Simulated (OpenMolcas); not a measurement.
# CF4 (tetrafluoromethane) at mPW1PW91/6-311++G(3df,3pd) (RICD fitting)

What is the vertical ionisation energy of CF4 (tetrafluoromethane) at mPW1PW91/6-311++G(3df,3pd) (RICD fitting)? 

The results are computed with OpenMolcas 26.06.

### 1 The structure to begin with

CF4 has 5 atoms, charge 0, and is taken as a singlet. As SMILES, `FC(F)(F)F`. Geometry: relaxed at PBE0-D4/def2-TZVP.

Bond lengths: F1–C2 1.318 Å, C2–F3 1.318 Å, C2–F4 1.318 Å, C2–F5 1.318 Å. Angles: F1–C2–F3 109.5°, F1–C2–F4 109.5°, F1–C2–F5 109.5°, F3–C2–F4 109.5°, F3–C2–F5 109.5°, F4–C2–F5 109.5°.

### 2 The energy at mPW1PW91/6-311++G(3df,3pd) (RICD fitting)

The input, input.xyz:

```xyz
5

F     -0.850100     0.025300     0.989500
C      0.010000    -0.014700    -0.008300
F      1.157500    -0.501300     0.420100
F     -0.464000    -0.786000    -0.966200
F      0.196600     1.203000    -0.476700
```

The input, job.inp:

```
>>> EXPORT MOLCAS_PRINT=2

&GATEWAY
  BasLib = $CurrDir
  Coord = input.xyz
  Basis = 6-311ppG3df3pd
  Group = NoSym
  RICD

&SEWARD

&SCF
  KSDFT = HYB_GGA_XC_MPW1PW
  PrOrbitals = 0
```

The basis set 6-311++G(3df,3pd) is read from a file made from the Basis Set Exchange's data (not shown).

Command:

```sh
export MOLCAS_MEM=1860
pymolcas job.inp > job.log
```

Standard output:

```text
--- Start Module: gateway ---
[...]
--- Stop Module: gateway /rc=_RC_ALL_IS_WELL_ ---
--- Start Module: seward ---
[...]
      Basis functions          195
--- Stop Module: seward /rc=_RC_ALL_IS_WELL_ ---
[...]
--- Start Module: scf ---
[...]
       Convergence after  10 Iterations
[...]
::    Total KS-DFT energy                            -437.5524623974
[...]
      Total spin, S                                     0.0000000000
[...]
      Total electronic charge=   42.000000
      Total            charge=   -0.000000
[...]
      Dipole Moment (debye):
      Origin of the operator (angstrom)=    0.0100   -0.0147   -0.0083
                   X= -3.0635E-05               Y=  4.1672E-04               Z=  2.6685E-04           Total=  4.9579E-04
      Quadrupole Moment (debye*angstrom):
[...]
--- Stop Module: scf /rc=_RC_ALL_IS_WELL_ ---
[...]
```

Run time: 28 s. Hardware: 1 thread of Arm Neoverse V2, shared host; peak memory 0.29 GiB.

### 3 The doublet cation at the same level

input.xyz is that of step 2.

The input, job.input:

```
&GATEWAY
BASLIB=$CurrDir
COORD=input.xyz
BASIS=6-311ppG3df3pd
GROUP=NoSym
RICD
&SEWARD
&SCF
UHF
CHARGE=1
SPIN=2
KSDFT=HYB_GGA_XC_MPW1PW
PRORBITALS=0
```

The basis set 6-311++G(3df,3pd) is read from a file made from the Basis Set Exchange's data (not shown).

Command:

```sh
export MOLCAS_MEM=1860
pymolcas job.input > job.log
```

Standard output:

```text
--- Start Module: gateway ---
[...]
--- Stop Module: gateway /rc=_RC_ALL_IS_WELL_ ---
--- Start Module: seward ---
[...]
      Basis functions          195
--- Stop Module: seward /rc=_RC_ALL_IS_WELL_ ---
[...]
--- Start Module: scf ---
[...]
       Convergence after  49 Iterations
[...]
::    Total KS-DFT energy                            -436.9780972759
[...]
      Total spin, S                                     0.5027562213
[...]
      Total electronic charge=   41.000000
      Total            charge=    1.000000
[...]
      Dipole Moment (debye):
      Origin of the operator (angstrom)=    0.0100   -0.0147   -0.0083
                   X=  1.2003E-04               Y= -1.0994E-03               Z= -4.1865E-04           Total=  1.1825E-03
      Center of Charge (angstrom)
[...]
--- Stop Module: scf /rc=_RC_ALL_IS_WELL_ ---
[...]
```

It took 2.8 min on 1 thread of Arm Neoverse V2, shared host; peak memory 0.29 GiB.

### 4 Outcome

Level: mPW1PW91/6-311++G(3df,3pd) (RICD fitting).

```
                                          quantity          value
                         singlet CF4: total energy  -437.55246 Eh
                        singlet CF4: dipole moment         0.00 D
                          singlet CF4: HOMO energy      -12.76 eV
                          singlet CF4: LUMO energy        0.37 eV
                        singlet CF4: HOMO–LUMO gap       13.13 eV
                      doublet cation: total energy  -436.97810 Eh
doublet cation: HOMO energy (highest over α and β)      -20.87 eV
 doublet cation: LUMO energy (lowest over α and β)      -18.54 eV
                              doublet cation: ⟨S²⟩          0.756
vertical ionisation energy (to the doublet cation)      15.629 eV
```

Removing an electron at fixed nuclei costs 15.63 eV (360 kcal/mol). −ε(HOMO) before ionisation, 12.76 eV, is 2.87 eV below this ionisation energy.
